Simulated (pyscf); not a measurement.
Thermochemistry of product channels of H₃C–CH₂–ZnH (SMILES C[CH2][ZnH]) + H₂S (SMILES S) on the singlet surface, in eV, from ωB97M-D3(BJ)/def2-TZVP energies (ideal gas, 1 atm, RRHO with modes under 100 cm⁻¹ raised to 100, one conformer, R ln 2 for chiral ones without a mode under 150 cm⁻¹). Optimised with ωB97X-D3(BJ)/def2-SVP in PySCF.

```csv
products,ΔE,ΔH(298 K),ΔG(298 K),ΔG(600 K)
H₃C–CH₂–Zn–SH (SMILES C[CH2][Zn][SH]) + H₂ (SMILES [H][H]),-0.81,-0.83,-0.76,-0.71
H₃C–CH₃ (SMILES CC) + HS–ZnH (SMILES [SH][ZnH]),(withheld),-1.29,-1.27,(withheld)
```

Complete the blanks.


- H₃C–CH₃ (SMILES CC) + HS–ZnH (SMILES [SH][ZnH]), ΔE: -1.37
- H₃C–CH₃ (SMILES CC) + HS–ZnH (SMILES [SH][ZnH]), ΔG(600 K): -1.24

These are energies of the channels, which say nothing of barriers. Elements up to Kr have no core potential and no relativistic terms here.
